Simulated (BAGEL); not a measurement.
# N2 (nitrogen): HF/6-31G(d) (density fitting with qzvpp-jkfit, spherical functions)

Aim: the energy change on altering one bond length of N2 (nitrogen) at HF/6-31G* (density fitting with qzvpp-jkfit, spherical functions), from 2 runs. 

The calculation is run with BAGEL 1.2.2.

7 further runs of the same task are left out: 7 set aside as unsound or not needed.

### 1 The structure to begin with

N2: 2 atoms, total charge 0, spin state singlet. As SMILES, `N#N`. Geometry: relaxed at PBE0-D4/def2-TZVP.

Bond lengths: N1–N2 1.090 Å.

### 2 The energy at HF/6-31G(d) (density fitting with qzvpp-jkfit, spherical functions)

Input file calc.json:

```json
{ "bagel" : [

{
  "title" : "molecule",
  "basis" : "6-31gs.json",
  "df_basis" : "qzvpp-jkfit",
  "angstrom" : true,
  "geometry" : [
    { "atom" : "N", "xyz" : [    0.465500,   -0.150300,    0.239800 ] },
    { "atom" : "N", "xyz" : [   -0.465500,    0.150300,   -0.239800 ] }
  ]
},
{
  "title" : "hf"
},
{
  "title" : "print",
  "file" : "orbitals.molden",
  "orbitals" : true
}

]}
```

The basis set 6-31G* is read from a file made from the Basis Set Exchange's data (not shown).

Started as:

```
BAGEL_NUM_THREADS=1 BAGEL calc.json > calc.out
```

Standard output:

```text
* using 1 threads per process

  ===============================================================
  ===============================================================

  *** Geometry ***

  { "atom" : "N", "xyz" : [      0.879668,     -0.284026,      0.453156 ] },
  { "atom" : "N", "xyz" : [     -0.879668,      0.284026,     -0.453156 ] },

  Number of auxiliary basis functions:      154

  Since a DF basis is specified, we compute 2- and 3-index integrals:
    o Being stored without compression. Storage requirement is 0.001 GB

  Number of basis functions:       28
  Number of electrons      :       14

    * METHOD: MOLECULE                             0.01

  *** RHF ***

  === Nuclear Repulsion ===
    23.7983417694

      * DIIS with orbital gradients will be used.

  === RHF iteration (6-31gs.json) ===
      0       -108.92111890          0.01362850           0.00
      1       -108.94138981          0.00430423           0.00
      2       -108.94255811          0.00092689           0.00
      3       -108.94264341          0.00006056           0.00
      4       -108.94264372          0.00000696           0.00
      5       -108.94264373          0.00000050           0.00
      6       -108.94264373          0.00000011           0.00
      7       -108.94264373          0.00000001           0.00
      8       -108.94264373          0.00000000           0.00
    * SCF iteration converged.

    * Permanent dipole moment:
           (    0.000000,    -0.000000,     0.000000) a.u.

    * METHOD: HF                                   0.01

    * METHOD: PRINT                                0.00

  ===============================================================
```

It took 0.2 s on 1 thread of AMD EPYC 9R45 (Zen 5), shared host.

### 3 The distorted shape

Input file input.json:

```json
{ "bagel": [

{
  "title": "molecule",
  "basis": "6-31gs.json",
  "df_basis": "qzvpp-jkfit",
  "angstrom": true,
  "geometry": [
    { "atom": "N", "xyz": [       1.210296,      -0.390779,       0.623478 ] },
    { "atom": "N", "xyz": [      -0.465500,       0.150300,      -0.239800 ] }
  ]
},

{ "title": "hf" },

{ "title": "print", "file": "orbitals.molden", "orbitals": true }

]}
```

The basis set 6-31G* is read from a file made from the Basis Set Exchange's data (not shown).

Started as:

```
BAGEL_NUM_THREADS=1 BAGEL input.json > input.out
```

Standard output:

```text
* using 1 threads per process

  ===============================================================
  ===============================================================

  *** Geometry ***

  { "atom" : "N", "xyz" : [      2.287128,     -0.738465,      1.178203 ] },
  { "atom" : "N", "xyz" : [     -0.879668,      0.284026,     -0.453156 ] },

  Number of auxiliary basis functions:      154

  Since a DF basis is specified, we compute 2- and 3-index integrals:
    o Being stored without compression. Storage requirement is 0.001 GB

  Number of basis functions:       28
  Number of electrons      :       14

    * METHOD: MOLECULE                             0.01

  *** RHF ***

  === Nuclear Repulsion ===
    13.2213318193

      * DIIS with orbital gradients will be used.

  === RHF iteration (6-31gs.json) ===
      0       -108.33137172          0.00776172           0.00
      1       -108.33887468          0.00240141           0.00
      2       -108.33966211          0.00081447           0.00
      3       -108.33975928          0.00006027           0.00
      4       -108.33975968          0.00000870           0.00
      5       -108.33975969          0.00000085           0.00
      6       -108.33975969          0.00000013           0.00
      7       -108.33975969          0.00000002           0.00
      8       -108.33975969          0.00000007           0.00
      9       -108.33975969          0.00000000           0.00
    * SCF iteration converged.

    * Permanent dipole moment:
           (    0.000000,    -0.000000,     0.000000) a.u.

    * METHOD: HF                                   0.02

    * METHOD: PRINT                                0.00

  ===============================================================
```

Wall time 0.2 s (1 thread of AMD EPYC 9R45 (Zen 5), shared host).

### 4 Summary of results

At HF/6-31G* (density fitting with qzvpp-jkfit, spherical functions):

| quantity | value |
| --- | --- |
| first shape: total energy | -108.94264 Eh |
| first shape: dipole moment | 0.00 D |
| first shape: HOMO energy | -16.73 eV |
| first shape: LUMO energy | 4.77 eV |
| first shape: HOMO–LUMO gap | 21.50 eV |
| distorted shape: total energy | -108.33976 Eh |
| distorted shape: dipole moment | 0.00 D |
| distorted shape: HOMO energy | -11.14 eV |
| distorted shape: LUMO energy | -2.25 eV |
| distorted shape: HOMO–LUMO gap | 8.89 eV |
| energy change with the N1–N2 bond stretched from 1.090 to 1.961 Å | 16.405 eV |

**Reading.** With the N1–N2 bond stretched from 1.090 to 1.961 Å the energy rises by 16.41 eV (1583 kJ/mol). The first shape isn't relaxed at this level, so the change isn't measured from a minimum. A restricted reference can't describe the breaking bond well at this length.
